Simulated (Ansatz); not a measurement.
C$_{6}$H$_{4}$F$_{2}$ (`Fc1ccc(F)cc1`). Charge 0, multiplicity 1.

```json
{"atom": "F1", "x (Å)": "0.410", "y (Å)": "0.702", "z (Å)": "-2.576"}
{"atom": "C2", "x (Å)": "0.207", "y (Å)": "0.354", "z (Å)": "-1.299"}
{"atom": "C3", "x (Å)": "-0.347", "y (Å)": "-0.881", "z (Å)": "-1.022"}
{"atom": "C4", "x (Å)": "-0.558", "y (Å)": "-1.241", "z (Å)": "0.300"}
{"atom": "C5", "x (Å)": "-0.207", "y (Å)": "-0.354", "z (Å)": "1.299"}
{"atom": "F6", "x (Å)": "-0.410", "y (Å)": "-0.702", "z (Å)": "2.576"}
{"atom": "C7", "x (Å)": "0.347", "y (Å)": "0.881", "z (Å)": "1.022"}
{"atom": "C8", "x (Å)": "0.558", "y (Å)": "1.241", "z (Å)": "-0.300"}
{"atom": "H9", "x (Å)": "-0.609", "y (Å)": "-1.546", "z (Å)": "-1.835"}
{"atom": "H10", "x (Å)": "-0.990", "y (Å)": "-2.199", "z (Å)": "0.560"}
{"atom": "H11", "x (Å)": "0.609", "y (Å)": "1.546", "z (Å)": "1.835"}
{"atom": "H12", "x (Å)": "0.990", "y (Å)": "2.199", "z (Å)": "-0.560"}
```

**Question.** List the harmonic frequencies (cm⁻¹, unscaled) at PBE0-D4/def2-TZVP in Ansatz. (Best estimate.)

**Answer.** Ansatz gave: 160, 353, 382, 436, 450, 458, 522, 648, 722, 760, 817, 862, 881, 946, 958, 1031, 1107, 1159, 1248, 1300, 1307, 1363, 1459, 1558, 1679, 1681, 3217, 3219, 3231, 3231.

**Question.** Is this a minimum?

**Answer.** Yes, all 30 modes are real.

**Question.** Give the ideal-gas thermochemistry at 298.15 K and 1 bar (rigid rotor, harmonic oscillator; point group D2h, symmetry number 4).

**Answer.** Zero-point energy 222.2 kJ/mol; H(298) − E = 240.1 kJ/mol; entropy 313.9 J/(mol·K), of which translation 167.9, rotation 105.3, vibration 40.6; G(298) − E = 146.6 kJ/mol.

**Question.** And at 400, 500, 600, 800 and 1000 K?

**Answer.** 
```csv
T (K),H − E (kJ/mol),S (J/mol/K),G − E (kJ/mol)
400,252.3,348.8,112.8
500,267.0,381.4,76.3
600,283.8,412.1,36.6
800,322.3,467.2,-51.5
1000,365.2,515.0,-149.8
```
